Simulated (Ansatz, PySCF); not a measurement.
Zinc-blende AlN (metastable phase): cohesive energy by level of theory

No measured value is used here.

| level (code) | value (eV/atom) | cell (Å³/atom) |
|---|---|---|
| PBE (PySCF) | 5.72 ± 0.04 | 10.70 |
| PBE-D4 (Ansatz) | 6.01 | 10.43 |
| r²SCAN (Ansatz) | 5.80 | 10.43 |
| r²SCAN0 (Ansatz) | 5.67 | 10.27 |
| Hartree–Fock (PySCF) | 3.99 ± 0.08 | 10.36 |
| CCSD(T) (PySCF) | 5.98 ± 0.1 | 10.53 |

Free atoms are spin-polarised, in the lowest state found; at levels without +SOC their spin–orbit coupling is left out.  A ± on a computed value is a rough bar: the spread of its extrapolation, a floor set from checks against published values, or a statistical error. Each level is taken at its own relaxed cell. Cutoffs and k meshes differ between the levels. Ansatz's density-functional and Hartree–Fock values are scalar-relativistic unless marked +SOC, with PAW data made under PBE.

Ansatz is a quantum-chemistry and plane-wave program.
